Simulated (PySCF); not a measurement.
Compound: C4H4N (doublet state).
Numbering: `[H]/[N:5]=[CH:4]\[C:3]#[C:2][CH2:1]` (hydrogens: H6, H7 on C1; H8 on C4; H9 on N5)

Geometry (GFN2-xTB, Å), atoms numbered from 1 in this order:
```
atom  x, y, z in Å
C1     2.219   -0.294   -0.107
C2     0.885   -0.261   -0.043
C3    -0.348   -0.277    0.014
C4    -1.735   -0.160    0.071
N5    -2.407    0.925    0.119
H6     2.749   -1.229   -0.172
H7     2.795    0.616   -0.094
H8    -2.308   -1.085    0.070
H9    -1.835    1.770    0.118
```

The hyperfine couplings belong to this conformer and change with its torsions.

Method used: PySCF, UKS B3LYP, pcH-1 on C H N, non-relativistic, mean-field spin-orbit, GIAO. Isolated species at its GFN2-xTB geometry, gas phase. The geometry wasn't refined by DFT: couplings that depend on bond lengths, twists or pyramidal angles can differ widely from those at the functional's own minimum. Stability of the SCF solution: not tested. ⟨S²⟩ is 0.786 where a pure state has 0.75.

(1) Predict the first-order ENDOR lines of C2, C1, C3, C4, N5, H6, H7, H9 and H8 under fast tumbling at B = 1206.0 mT (Q band).

(2) Which pairs are centred on the nuclear Larmor frequency, and which on half the coupling?

(3) At what field would the lower line of C1 fall to zero frequency?

Results:

(1) For S = 1/2 in fast tumbling each set of equivalent nuclei gives two lines, ν± = |νn ± a/2| to first order, with νn = g_N μN B/h and μN/h = 7.62259 MHz/T.

```tsv
nuclei	isotope	g_N	νn (MHz)	a_iso (MHz)	lower line (MHz)	upper line (MHz)
C2	13C	1.4048	12.91	-59.29	16.73	42.56
C1	13C	1.4048	12.91	54.27	14.22	40.05
C3	13C	1.4048	12.91	46.01	10.09	35.92
C4	13C	1.4048	12.91	-32.78	3.48	29.31
N5	14N	0.4038	3.71	10.79	1.68	9.10
H6	1H	5.5857	51.35	-45.98	28.36	74.34
H7	1H	5.5857	51.35	-45.84	28.43	74.27
H9	1H	5.5857	51.35	-20.83	40.93	61.77
H8	1H	5.5857	51.35	8.52	47.09	55.61
```

The rows for 13C, of low natural abundance, apply to labelled samples.

(2) Centred on νn, since |a| < 2νn: H6, H7, H9 and H8. Centred on |a|/2 and split by 2νn: C2, C1, C3, C4 and N5.

(3) Where νn = |a|/2, that is B = 27.14 MHz/(1.4048 × 7.62259 MHz/T) = 2530 mT, as far as first order holds there.

H6 and H7 aren't averaged: C1 is flat or nearly so (angle sum 360°), and its turn about the short C1–C2 bond (1.34 Å) is taken as slow.

Time: 15 s of wall time (grids of density and orbitals included); peak memory 0.63 GiB. Hardware: one thread, Arm Neoverse V1 (aarch64), on a shared host.
